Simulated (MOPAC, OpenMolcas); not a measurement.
# How methods differ on CH5AlO (SMILES [CH3][AlH][OH])

CH5AlO has 8 atoms, charge 0, and is taken as a singlet. As SMILES, `[CH3][AlH][OH]`. The coordinates come from a PBE0-D4/def2-TZVP relaxation. This is one conformer, not always the lowest.

```xyz
8

C    -0.7779    0.9822   -0.0709
Al    0.5797   -0.3942   -0.2399
O     0.5446   -1.6764    0.8768
H    -0.3251    1.9545    0.1493
H    -1.4914    0.7554    0.7243
H    -1.3357    1.1050   -1.0048
H     1.7168   -0.3945   -1.3502
H     1.1812   -2.3891    0.8595
```

Quantity: the dipole moment, in D. The values are calculated.

```tsv
level	kind	program	value (D)	CPU time
PM3	semi-empirical	MOPAC	0.79	under 2 s
HF/aug-cc-pVDZ	Hartree–Fock	OpenMolcas	0.78	20 s
SVWN5/aug-cc-pVDZ	LDA	OpenMolcas	0.56	49 s
BLYP/aug-cc-pVDZ	GGA	OpenMolcas	0.54	69 s
TPSS/aug-cc-pVDZ	meta-GGA	OpenMolcas	0.53	1.7 min
PBE0/aug-cc-pVDZ	global hybrid	OpenMolcas	0.61	60 s
```

The values span 0.53 to 0.79 D. Magnitudes only. Times are those of the runs behind each value, whatever else they computed, on shared processors of several kinds: orders of magnitude only.
